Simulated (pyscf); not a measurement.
Optimised with ωB97X-D3(BJ)/def2-SVP in PySCF.

Question: Estimate the classical barrier height and the reaction energy of HS–GeH₃ (SMILES [SH][GeH3]) + SbH₂• (SMILES [SbH2]) -> H₃Ge–S–SbH₂ (SMILES [GeH3][S][SbH2]) + H• (SMILES [H]) at ωB97M-D3(BJ)/def2-TZVP. The step runs on the doublet surface, breaks H–S and forms S–Sb; take the separated reactants as zero.

Answer: ΔE‡ = 35.7 kcal/mol, ΔE = +34.3 kcal/mol. Zero-point energy shifts the barrier by -2.0 kcal/mol. It is a substitution at S, with an imaginary mode of 645i cm⁻¹. This is the saddle that the search found; another between the same sides may lie lower. The angle at the attacked S is 166°. Elements up to Kr have no core potential and no relativistic terms here. Elements past Kr carry the def2 core potentials, without spin-orbit coupling.
